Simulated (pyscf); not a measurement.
Elementary routes open to HN=SiH₂ + SiH₄ in the gas phase (singlet surface):
A. H₂Si=N–SiH₃ + H₂ (H–N, H–Si broken; N–Si, H–H formed)
B. H₂N–SiH₂–SiH₃ (H–Si broken; H–N, Si–Si formed)

Structures and frequencies: ωB97X-D3(BJ)/def2-SVP in PySCF.

Q: Rank the routes by free-energy barrier at 1200 K, lowest first, for ωB97M-D3(BJ)/def2-TZVP energies (ideal gas, 1 atm, RRHO with modes under 100 cm⁻¹ raised to 100, one conformer, R ln 2 for chiral ones without a mode under 150 cm⁻¹).

A: B (278.4 kJ/mol), A (303.0 kJ/mol)

Route B is the fastest of these, ahead of the next by 24.6 kJ/mol. The most stable products are those of A (ΔG = -62.8 kJ/mol), whose barrier is 24.6 kJ/mol higher: the kinetic and the thermodynamic product differ. At 298 K B is still the fastest. Only these routes are compared; each barrier is that of the saddle found, and lower ones may exist.
